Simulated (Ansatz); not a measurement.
Cost and result up the ladder for MgMe(OH) (CH₄MgO) (7 atoms). Charge 0, multiplicity 1. Geometry: PBE0-D4/def2-TZVP.

Cartesian coordinates in Å:
```
Mg 0.676 -0.007 0.241
C -1.275 0.020 -0.459
H -1.958 -0.479 0.236
H -1.364 -0.489 -1.424
H -1.640 1.042 -0.595
O 2.337 -0.029 0.835
H 3.223 -0.058 1.166
```

Ansatz on 4 threads of Arm Neoverse V2 on a shared host. Times are rough, and most runs start from the orbitals of an earlier one. ωB97M-V/def2-TZVP serves as the yardstick here, not as an exact answer. Differences are given only for rows in sets of like size (and for xTB, whose basis is part of the method), since another set adds its own error. Binding counts from free atoms at the same level (Mg singlet, C triplet, H doublet, O triplet; other spins of the atoms weren't run), without zero-point energy or a counterpoise term.

LC-ωPBE has ω = 0.4 bohr⁻¹. HSE06 is defined as in plane-wave codes, on full-range PBE exchange. Correlated methods freeze 3 core orbitals; core or outer-core shells of Mg are correlated, in sets that lack core-valence functions.

Correlated methods converge slowly with the basis.

```csv
level,functions,binding energy per atom (eV),difference from ωB97M-V/def2-TZVP (eV)
CCSD(T)/def2-TZVPD,148,3.31,-0.09
CCSD(T)/def2-TZVPP,150,3.35,-0.06
r2SCAN-D4/def2-TZVPD,148,3.44,0.03
PBE0-D4/def2-TZVPD,148,3.39,-0.01
ωB97M-V/def2-TZVP,118,3.41,0.00
LC-ωPBE/def2-TZVP,118,3.42,0.02
HF/6-31G,39,2.34,–
HF/STO-3G,23,3.11,–
r2SCANh-D4/def2-TZVP,118,3.41,0.01
BLYP-D4/def2-TZVP,118,3.41,0.00
PBE0-D4/def2-SVP,66,3.40,–
PBE-D4/def2-TZVPD,148,3.46,0.05
HSE06-D4/def2-TZVP (with forces),118,3.39,-0.02
PBE0-D4/def2-TZVP,118,3.39,-0.02
```

Question: Estimate how long each takes.

Answer: HF/STO-3G 0.05 s; HF/6-31G 0.1 s; PBE0-D4/def2-SVP 0.45 s; BLYP-D4/def2-TZVP 0.6 s; PBE0-D4/def2-TZVP 0.8 s; LC-ωPBE/def2-TZVP 0.8 s; PBE-D4/def2-TZVPD 0.9 s; HSE06-D4/def2-TZVP (with forces) 0.95 s; PBE0-D4/def2-TZVPD 1 s; r2SCANh-D4/def2-TZVP 1.4 s; r2SCAN-D4/def2-TZVPD 1.6 s; ωB97M-V/def2-TZVP 2.5 s; CCSD(T)/def2-TZVPD 14 s; CCSD(T)/def2-TZVPP 14 s. On shared hardware such times vary by a factor of up to 3.
